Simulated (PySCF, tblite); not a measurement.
C₂HN (triplet state).
Bonds: C1–C2, C2–N3 (triple). Hydrogens: H4 on C1.

Computed geometry: GFN2-xTB, gas phase. This method treats the open shell by occupation alone, without spin polarisation.

What internal coordinates does the optimisation give?

```tsv
bond	length (Å)
C1–C2	1.271
C2≡N3	1.198
C1–H4	1.050
```

A selection of angles:
```tsv
angle	degrees
C2–C1–H4	179.7
C1–C2–N3	180.0
```

Point group: C∞v (every atom within 0.08 Å of its image). Its GFN2-xTB frequencies are all real (lowest 312 cm⁻¹). This triplet need not be the ground state; the singlet was not compared here.


Species: CH₃BN (charge -1).
Atom-mapped SMILES: `[BH3-:1][C:2]#[N:3]` (hydrogens: H4, H5, H6 on B1)

Computed with PBE0-D3(BJ)/def2-SVP geometry optimisation, gas phase in PySCF 2.14.0.

Task: List the bond lengths and angles at this level.

Result: 
```tsv
bond	length (Å)
B1–C2	1.588
C2≡N3	1.167
B1–H4, B1–H5, B1–H6	1.240
```

Bonds in one row agree within 0.01 Å and their mean is given. A selection of angles:
```tsv
angle	degrees
C2–B1–H4	109.0
H4–B1–H5	109.8
B1–C2–N3	179.9
```

B1 (four-coordinate boron) is tetrahedral (angles from 109.0° to 109.9°).

Point group: C3v (tolerance 0.08 Å). Not checked by PBE0-D3(BJ)/def2-SVP frequencies.

Time: 3.4 s; peak memory 0.25 GiB. Hardware: one thread of an Arm Neoverse V2, shared host with 96 logical CPUs at a one-minute load of 32. That covers the optimisation of the geometry.
